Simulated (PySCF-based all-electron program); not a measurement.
## LiNa, singlet: squeezing and stretching

Calculated with an in-house all-electron program built on PySCF, in large uncontracted Gaussian sets near the basis limit; Koelling–Harmon scalar relativity, no spin–orbit coupling, spin-restricted. Forces are good to about 0.002 eV/Å. In part, the state lies near an instability. A positive force pushes the atoms apart.

```tsv
r (Å)	PBE (eV/Å)
2.308	1.331
2.4522	?
2.5965	?
2.885	0.040
3.1735	-0.240
```

(1) What does PBE give at the lengths left open?

(2) Fit a Morse curve to the forces within 0.84 to 1.25 of the listed length with the smallest force. Where does the force vanish, what is the force constant, and what harmonic wavenumber follows with standard atomic masses?

Results:

(1) 2.4522 Å: 0.889 eV/Å; 2.5965 Å: 0.533 eV/Å.

(2) PBE: 2.917 Å, 1.2 eV/Å², about 250 cm⁻¹. The points are far apart, so these are estimates.
